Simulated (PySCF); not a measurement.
Deuteron quadrupole couplings in `C#CC1(F)CC1`

Compound: C5H5F.
Structure used (GFN2-xTB), in Å, numbered top down from 1:
```xyz
11
C5H5F angstrom
C      2.269   -0.604    1.071
C      1.316   -0.217    0.455
C      0.195    0.253   -0.296
F      0.557    0.901   -1.454
C     -1.085   -0.532   -0.352
C     -1.037    0.771    0.392
H      3.094   -0.948    1.620
H     -1.599   -0.555   -1.300
H     -1.134   -1.453    0.208
H     -1.052    0.759    1.471
H     -1.518    1.628   -0.055
```

Level: PBE0/pcSseg-1 (PySCF, non-relativistic); Q(2H) = 0.00286 b; rigid geometry, the same for H and D, with no vibrational averaging.

Give the electric field gradient Vzz (the principal value of largest size), its asymmetry and the 2H coupling at each hydrogen.

```
atom  bonded to  bond length (Å)  Vzz (au)     η  χzz (kHz)
  H7         C1            1.049    0.3962  0.02        266
  H8         C5            1.079    0.3300  0.07        222
  H9         C5            1.079    0.3287  0.07        221
 H10         C6            1.079    0.3286  0.07        221
 H11         C6            1.079    0.3297  0.07        222
```

Geometry: GFN2-xTB; no solvent, vibrations or thermal averaging. GFN2-xTB bond lengths can be off by several hundredths of an ångström, more for odd bonds, and the gradients follow them. With so small a basis the couplings can be 20 % off.

The run behind these numbers computed NMR shieldings as well. On an AMD EPYC 9R45 with one thread, shared host with 96 logical CPUs at a one-minute load of 37, this took 6.5 s wall and 0.58 GiB of memory at its peak.
